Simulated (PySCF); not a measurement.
Gas-phase reaction: 2 AlH₃ + Cl₂ + AlCl → 3 AlH₂Cl

Method: PySCF energies (xtb for GFN2) plus ideal-gas RRHO corrections (1 bar). † marks an energy on the PBE0/def2-TZVP geometry and frequencies; other levels use their own. All species are closed-shell singlets. AlH₃, AlH₂Cl: computed as isolated molecules; such fragments, hydroxides, amides, oligomers or adducts are transient or little studied in the gas. The harmonic model lacks anharmonicity and excited electronic states, which grow with temperature; levels with a mode under 35 cm⁻¹ are left out.

```json
[
 {"level": "GFN2-xTB", "ΔE electronic, kJ": "-654", "ΔH°(298 K), kJ": "-646", "ΔS°(298 K), J/K": "-105", "ΔG°(1800 K), kJ": "-464"},
 {"level": "M06-2X/def2-TZVP†", "ΔE electronic, kJ": "-565", "ΔH°(298 K), kJ": "-559", "ΔS°(298 K), J/K": "-106", "ΔG°(1800 K), kJ": "-376"},
 {"level": "r2SCAN/def2-TZVP†", "ΔE electronic, kJ": "-590", "ΔH°(298 K), kJ": "-583", "ΔS°(298 K), J/K": "-106", "ΔG°(1800 K), kJ": "-401"},
 {"level": "LDA/def2-TZVP†", "ΔE electronic, kJ": "-556", "ΔH°(298 K), kJ": "-550", "ΔS°(298 K), J/K": "-106", "ΔG°(1800 K), kJ": "-367"},
 {"level": "ωB97M-V/def2-TZVP†", "ΔE electronic, kJ": "-556", "ΔH°(298 K), kJ": "-550", "ΔS°(298 K), J/K": "-106", "ΔG°(1800 K), kJ": "-368"},
 {"level": "ωB97X-V/def2-TZVP†", "ΔE electronic, kJ": "-575", "ΔH°(298 K), kJ": "-569", "ΔS°(298 K), J/K": "-106", "ΔG°(1800 K), kJ": "-387"}
]
```
ΔH° is lowest at GFN2-xTB and highest at LDA/def2-TZVP†. No reference value is set beside these.
